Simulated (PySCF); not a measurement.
Gas-phase reaction: 2 H2CSiH2 + C2H4 = 2 (CH3)2Si

Computed with PySCF and rigid-rotor harmonic-oscillator thermochemistry at 1 bar. † marks an energy on the PBE0/def2-TZVP geometry and frequencies; other levels use their own. MP2 and CCSD(T) freeze the core. 6-31G* has spherical d functions here. All species are closed-shell singlets. No R ln 2 is added for the mirror-image form of (CH3)2Si. H2CSiH2, (CH3)2Si: computed as isolated molecules; such fragments, hydroxides, amides, oligomers or adducts are transient or little studied in the gas. MP2 isn't extrapolated to the basis-set limit; its ΔH°(298 K) is -142.5 kJ in def2-SVP and -145.8 kJ in def2-TZVPP. CCSD(T) isn't extrapolated to the basis-set limit; its ΔH°(298 K) is -135.0 kJ in def2-SVP and -144.7 kJ in def2-TZVPP. The harmonic model lacks anharmonicity and excited electronic states, which grow with temperature; levels with a mode under 35 cm⁻¹ are left out. Internal rotation in (CH3)2Si is treated as a harmonic vibration of one conformer, which makes the entropy rough.

| level | ΔE electronic, kJ | ΔH°(298 K), kJ | ΔS°(298 K), J/K | ΔG°(1400 K), kJ |
|---|---|---|---|---|
| CCSD(T)/def2-TZVPP† | -172 | -145 | -115 | 8 |
| HF/6-31G* | -212 | -183 | -101 | -49 |
| HF/def2-TZVP† | -166 | -139 | -115 | 14 |
| M06-2X/def2-TZVP† | -203 | -176 | -115 | -23 |
| MP2/def2-SVP† | -170 | -142 | -115 | 10 |
| PBE/def2-SVP | -178 | -151 | -116 | 5 |
| PBE0/def2-SVP† | -202 | -175 | -115 | -22 |
| r2SCAN/def2-TZVP† | -165 | -138 | -115 | 15 |
| LDA/def2-TZVP† | -209 | -182 | -115 | -29 |
| ωB97M-V/def2-TZVP† | -200 | -172 | -115 | -20 |
ΔH° is lowest at HF/6-31G* and highest at r2SCAN/def2-TZVP†. No reference value is set beside these.
